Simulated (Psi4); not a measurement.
# A workflow on BNH3 (SMILES B[NH])

Aim: a geometry optimisation (UPBEh-3c/def2-mSVP), then the harmonic vibrations, then the energy (UCCSD(T)/cc-pVDZ) of BNH3. 

The results are computed with Psi4 1.11.

## (1) The system as given

The species is BNH3 (5 atoms), meant as a doublet with charge 0. As SMILES, `B[NH]`. The shape is that of a PBE0-D4/def2-TZVP optimisation. The run starts from this shape.

Bond lengths: B1–N2 1.329 Å, B1–H3 1.210 Å, B1–H4 1.204 Å, N2–H5 0.999 Å. Angles: B1–N2–H5 163.9°, N2–B1–H3 118.8°, N2–B1–H4 121.2°, H3–B1–H4 119.9°.

## (2) A structure relaxation at UPBEh-3c/def2-mSVP (density fitting) (run 1)

calc.inp

```
memory 1600 mb

molecule {
  0 2
  B     -0.58732688    -0.69938764    -0.17309891
  N      1.00382252     1.23814856    -0.03741658
  H     -0.78385840    -2.09268271     1.62988878
  H     -1.82188496    -1.08300204    -2.04449469
  H      2.28354505     2.49765102     0.54669777
  units bohr
  symmetry c1
}

set {
  reference    uks
  geom_maxiter 60
}

optimize('pbeh-3c')
```

Started as:

```bash
$ psi4 -i calc.inp -o calc.out -n 1
```

calc.out:

```text
[...]
  Running in c1 symmetry.
[...]
  Nuclear repulsion =   27.148135794361355
[...]
  Multiplicity = 2
[...]
  Nalpha       = 8
  Nbeta        = 7
[...]
    Number of basis functions: 36
[...]
   @DF-UKS iter   1:   -81.02410092663072   -5.52240e-01   1.39764e-02 ADIIS/DIIS
[...]
   @DF-UKS iter   8:   -81.16004300517862   -4.12115e-13   2.27722e-09 DIIS
[...]
   @S^2 Observed:                7.607934771E-01
[...]
  @DF-UKS Final Energy:   -81.16004300517862
   => Energetics <=
    Nuclear Repulsion Energy =             27.0956544774359607
    One-Electron Energy =                -162.3343568086829123
    Two-Electron Energy =                  61.0983837700056114
    DFT Exchange-Correlation Energy =      -7.0234576496853656
    Empirical Dispersion Energy =           0.0037332057480812
    VV10 Nonlocal Energy =                  0.0000000000000000
    Total Energy =                        -81.1600430051786219
[...]
 Multipole Moments:
 ------------------------------------------------------------------------------------
     Multipole            Electronic (a.u.)      Nuclear  (a.u.)        Total (a.u.)
 ------------------------------------------------------------------------------------
 L = 1.  Multiply by 2.5417464519 to convert [e a0] to [Debye]
 Dipole X            :          0.5659736           -0.1301706            0.4358030
 Dipole Y            :          0.7270869           -0.2655990            0.4614878
 Dipole Z            :         -0.0112027            0.1586166            0.1474139
 Magnitude           :                                                    0.6516334
[...]
  -Total Gradient:
     Atom            X                  Y                   Z
    ------   -----------------  -----------------  -----------------
       1        0.000007186587     0.000003511244     0.000011570761
       2       -0.000002773342     0.000000025721    -0.000011865313
       3       -0.000003396617    -0.000003608250    -0.000001472004
       4       -0.000000330195    -0.000000384534     0.000000271426
       5       -0.000003384105    -0.000006482167     0.000007075237
[...]
    Final optimized geometry and variables:
    Molecular point group: c1
    Full point group: C1
    Geometry (in Bohr), charge = 0, multiplicity = 2:
    B           -0.853666226094    -1.022318537498    -0.100215381633
    N            0.752375587673     0.916929948227     0.063101220125
    H           -1.083379995367    -2.435645356490     1.667539725500
    H           -2.063865648525    -1.365503893987    -1.986770636453
    H            2.018777072123     2.228633271308     0.537215854734
    Psi4 run time: 0:00:36.29
[...]
```

The script printed:

```text
Optimizer: Optimization complete!
```

Run time: 38 s. Hardware: 1 thread of Intel Xeon Platinum 8375C at 2.90GHz (Ice Lake), shared host; peak memory 0.35 GiB.

Step by step:

```csv
step,energy from the first frame kept (eV),largest force (eV/Å)
0,0.0000,0.4477
1,-0.0020,0.0777
2,-0.0022,0.0231
3,-0.0023,0.0266
4,-0.0025,0.0413
5,-0.0025,0.0398
6,-0.0026,0.0187
7,-0.0027,0.0018
8,-0.0027,0.0007
```

After the run. Bond lengths: B1–N2 1.335 Å, B1–H3 1.204 Å, B1–H4 1.200 Å, N2–H5 0.997 Å. Angles: B1–N2–H5 168.3°, N2–B1–H3 119.4°, N2–B1–H4 120.7°, H3–B1–H4 119.9°.

## (3) The harmonic vibrations at UPBEh-3c/def2-mSVP (density fitting) (run 2)

bh3n.xyz

```xyz
5
BH3N
B     -0.314598    -0.371966    -0.096379
N      0.535282     0.654240    -0.009955
H     -0.436158    -1.119867     0.839077
H     -0.955008    -0.553572    -1.094701
H      1.205433     1.348363     0.240936
```

job.py

```python
import psi4

psi4.set_memory(1600000000)
psi4.set_num_threads(1)
psi4.set_output_file('psi4.out', False)

with open('bh3n.xyz') as f:
    atoms = ''.join(f.readlines()[2:])
geom = psi4.geometry('0 2\n' + atoms + '')

psi4.set_options({
    'reference': 'uks',
    't': 600.0,
    'rotational_symmetry_number': 1,
})

result = psi4.frequency("pbeh-3c")
print(f'total energy {result:.8f} hartree = {result * 27.211386:.5f} eV')
for k, v in sorted(psi4.core.scalar_variables().items()):
    print(f'{k:45s} {v:18.10f}')
```

Started as:

```bash
$ python job.py
```

psi4.out:

```text
[...]
  Running in c1 symmetry.
[...]
  Nuclear repulsion =   27.095659162950874
[...]
  Multiplicity = 2
[...]
  Nalpha       = 8
  Nbeta        = 7
[...]
    Number of basis functions: 36
[...]
   @DF-UKS iter   1:   -81.02763792096980   -5.59180e-01   1.37856e-02 DIIS/ADIIS
[...]
   @DF-UKS iter  13:   -81.16004172336675   -4.40536e-13   1.90336e-09 DIIS
[...]
   @S^2 Observed:                7.607860370E-01
[...]
  @DF-UKS Final Energy:   -81.16004172336675
   => Energetics <=
    Nuclear Repulsion Energy =             27.1013596289534888
    One-Electron Energy =                -162.3451631307397349
    Two-Electron Energy =                  61.1038681815462397
    DFT Exchange-Correlation Energy =      -7.0238392482205922
    Empirical Dispersion Energy =           0.0037328450938685
    VV10 Nonlocal Energy =                  0.0000000000000000
    Total Energy =                        -81.1600417233667599
[...]
  -Total Gradient:
     Atom            X                  Y                   Z
    ------   -----------------  -----------------  -----------------
       1       -0.000312258627    -0.000085707400    -0.000590236251
       2        0.000299783045     0.000317741717     0.000120620200
       3       -0.000037297668    -0.000004899440    -0.000031787031
       4        0.000357094251     0.000083560539     0.000620658050
       5       -0.000310012532    -0.000317683243    -0.000113705020
[...]
  ==> Harmonic Vibrational Analysis <==
[...]
  Freq [cm^-1]                 219.4429            224.1635            782.8807
[...]
  IR activ [km/mol]            83.5887             174.8415            15.6572
[...]
  Freq [cm^-1]                 957.8363           1127.5698           1409.6547
[...]
  IR activ [km/mol]             8.5906              0.1631              6.3761
[...]
  Freq [cm^-1]                2572.1925           2645.3924           3879.9054
[...]
  IR activ [km/mol]            18.1883             78.4225             144.1313
[...]
  Total E_0, Enthalpy at 0 [K]                                                          -81.12856092 [Eh]
[...]
  Total H, Enthalpy at  600.00 [K]                                                      -81.11630709 [Eh]
[...]
  Total G, Gibbs energy at  600.00 [K]                                                  -81.18338446 [Eh]
[...]
```

Standard output:

```text
Warning: used thermodynamics relations inappropriate for low-frequency modes: ['219.4429' '224.1635']
total energy -81.16004301 hartree = -2208.47726 eV
CURRENT ENERGY                                    -81.1600430052
CURRENT REFERENCE ENERGY                          -81.1600430052
DD SOLVATION ENERGY                                 0.0000000000
DFT FUNCTIONAL TOTAL ENERGY                       -81.1637762118
DFT TOTAL ENERGY                                  -81.1600430052
DFT VV10 ENERGY                                     0.0000000000
DFT XC ENERGY                                      -7.0234577156
DISPERSION CORRECTION ENERGY                       -0.0009054321
ENTHALPY                                          -81.1163070933
ENTHALPY CORRECTION                                 0.0437359118
FINDIF NUMBER                                      25.0000000000
GIBBS FREE ENERGY                                 -81.1833844633
GIBBS FREE ENERGY CORRECTION                       -0.0233414582
GRID ELECTRONS ALPHA                                7.9999997849
GRID ELECTRONS BETA                                 6.9999997859
GRID ELECTRONS TOTAL                               14.9999995708
NUCLEAR REPULSION ENERGY                           27.0956591630
ONE-ELECTRON ENERGY                              -162.3343659897
PBEH3C DISPERSION CORRECTION ENERGY                -0.0009054321
PCM POLARIZATION ENERGY                             0.0000000000
PE ENERGY                                           0.0000000000
SCF ITERATION ENERGY                              -81.1600430052
SCF ITERATIONS                                     13.0000000000
SCF TOTAL ENERGY                                  -81.1600430052
THERMAL ENERGY                                    -81.1182071796
THERMAL ENERGY CORRECTION                           0.0418358255
TWO-ELECTRON ENERGY                                61.0983883305
ZERO K ENTHALPY                                   -81.1285609200
ZPVE                                                0.0314820852
```

Wall time 1.9 min (1 thread of Intel Xeon Platinum 8375C at 2.90GHz (Ice Lake), shared host); peak memory 0.34 GiB.

## (4) A single-point energy at UCCSD(T)/cc-pVDZ (run 3)

job.in

```
memory 1.6 GB

molecule m {
  0 2
  B     -0.59450406    -0.70291387    -0.18212991
  N      1.01153638     1.23633442    -0.01881222
  H     -0.82421917    -2.11624193     1.58562573
  H     -1.80470357    -1.04609947    -2.06868508
  H      2.27793823     2.54803679     0.45530305
  units au
}

set basis cc-pVDZ
set reference uhf
set scf_type pk
set freeze_core true

energy('ccsd(t)')
print_variables()
```

Started as:

```bash
$ psi4 job.in job.out -n 1
```

job.out:

```text
[...]
  Running in c1 symmetry.
[...]
  Nuclear repulsion =   27.095659151273686
[...]
  Multiplicity = 2
[...]
  Nalpha       = 8
  Nbeta        = 7
[...]
    Number of basis functions: 43
[...]
   @UHF iter   1:   -80.73827826182971   -8.35157e-01   8.20948e-03 ADIIS/DIIS
[...]
   @UHF iter  15:   -80.84730105884748   -5.54223e-13   4.10836e-09 DIIS
[...]
   @S^2 Observed:                7.747845841E-01
[...]
    Orbital Energies [Eh]
    ---------------------
    Alpha Occupied:
       1A    -15.599775     2A     -7.597830     3A     -1.187670
       4A     -0.773435     5A     -0.599374     6A     -0.583476
       7A     -0.478053     8A     -0.423455
    Alpha Virtual:
       9A      0.154091    10A      0.186395    11A      0.261887
      12A      0.293834    13A      0.347152    14A      0.412564
      15A      0.480523    16A      0.517497    17A      0.604838
      18A      0.756342    19A      0.827733    20A      0.864900
      21A      0.908200    22A      0.969936    23A      1.055982
      24A      1.083292    25A      1.251285    26A      1.322321
[...]
  @UHF Final Energy:   -80.84730105884748
   => Energetics <=
    Nuclear Repulsion Energy =             27.0956591512736864
    One-Electron Energy =                -162.1864415277739226
    Two-Electron Energy =                  54.2434813176527655
    Total Energy =                        -80.8473010588474779
  UHF NO Occupations:
  HONO-2 :    6  A 1.9969656
  HONO-1 :    7  A 1.9940271
[...]
 Multipole Moments:
 ------------------------------------------------------------------------------------
     Multipole            Electronic (a.u.)      Nuclear  (a.u.)        Total (a.u.)
 ------------------------------------------------------------------------------------
 L = 1.  Multiply by 2.5417464519 to convert [e a0] to [Debye]
 Dipole X            :          0.6057628           -0.1301710            0.4755918
 Dipole Y            :          0.7866082           -0.2656001            0.5210081
 Dipole Z            :         -0.0252160            0.1586171            0.1334011
 Magnitude           :                                                    0.7179365
[...]
      * MP2 total energy                      =  -81.072725763830320
[...]
      * CCSD total energy                     =  -81.106614853094669
[...]
      * CCSD(T) total energy                     =  -81.113679850785488
[...]
```

Wall time 5.4 s (1 thread of Intel Xeon Platinum 8375C at 2.90GHz (Ice Lake), shared host); peak memory 0.22 GiB.

## (5) What came out

| quantity | value |
| --- | --- |
| run 1, UPBEh-3c/def2-mSVP: total energy at the end | -81.16004 Eh |
| run 1, UPBEh-3c/def2-mSVP: dipole moment | 1.66 D |
| run 1, UPBEh-3c/def2-mSVP: HOMO energy (highest over α and β) | -8.82 eV |
| run 1, UPBEh-3c/def2-mSVP: LUMO energy (lowest over α and β) | -1.96 eV |
| run 1, UPBEh-3c/def2-mSVP: ⟨S²⟩ | 0.761 |
| run 2, UPBEh-3c/def2-mSVP: lowest harmonic wavenumber | 219 cm⁻¹ |
| run 2, UPBEh-3c/def2-mSVP: highest harmonic wavenumber | 3880 cm⁻¹ |
| run 2, UPBEh-3c/def2-mSVP: zero-point energy | 82.7 kJ/mol |
| run 2, UPBEh-3c/def2-mSVP: ideal-gas entropy at 600 K (symmetry number 1 as used) | 70.2 cal/(mol K) |
| run 3, UCCSD(T)/cc-pVDZ: total energy | -81.11368 Eh |
| run 3, UCCSD(T)/cc-pVDZ: HOMO energy (Hartree–Fock orbitals) (highest over α and β) | -11.51 eV |
| run 3, UCCSD(T)/cc-pVDZ: LUMO energy (Hartree–Fock orbitals) (lowest over α and β) | 2.69 eV |
| run 3, UCCSD(T)/cc-pVDZ: correlation energy (2 core orbitals frozen) | -266.4 mEh |
| run 3, UCCSD(T)/cc-pVDZ: (T) correction | -7.06 mEh |
| run 3, UCCSD(T)/cc-pVDZ: ⟨S²⟩ of the reference determinant | 0.775 |
| run 3, UCCSD(T)/cc-pVDZ: T1 diagnostic | 0.042 |

What this shows: The optimisation (run 1, UPBEh-3c/def2-mSVP) took 9 steps and changed the energy by -0.003 eV. All 9 modes (run 2, UPBEh-3c/def2-mSVP) are real, so the shape is a minimum at this level. The triples (run 3, UCCSD(T)/cc-pVDZ) make up 2.7 % of the correlation energy.
